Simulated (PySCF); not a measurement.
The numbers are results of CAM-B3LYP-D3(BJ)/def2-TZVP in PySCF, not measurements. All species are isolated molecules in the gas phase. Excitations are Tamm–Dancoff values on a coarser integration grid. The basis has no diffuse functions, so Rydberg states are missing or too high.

Reference species (SMILES): `FC(F)(F)F` (neutral, multiplicity 1).

The HOMO–LUMO gap is 17.68 eV, the HOMO is -14.23 eV and the S1 oscillator strength is 0.000. The S1 excitation (TDA) comes out as 13.54 eV.

Changed species: `C(F)(S)(F)F` (1 of 4 F replaced by SH; the reference has 0 of 4 F replaced by SH).

Task: Give the shifts of the HOMO–LUMO gap, HOMO, S1 oscillator strength and S1 excitation (TDA).

Result: the HOMO–LUMO gap falls by 7.30 eV, to 10.38 eV; the HOMO goes up by 4.58 eV, to -9.65 eV; the S1 oscillator strength stays essentially unchanged; the S1 excitation (TDA) drops by 7.77 eV, to 5.77 eV.
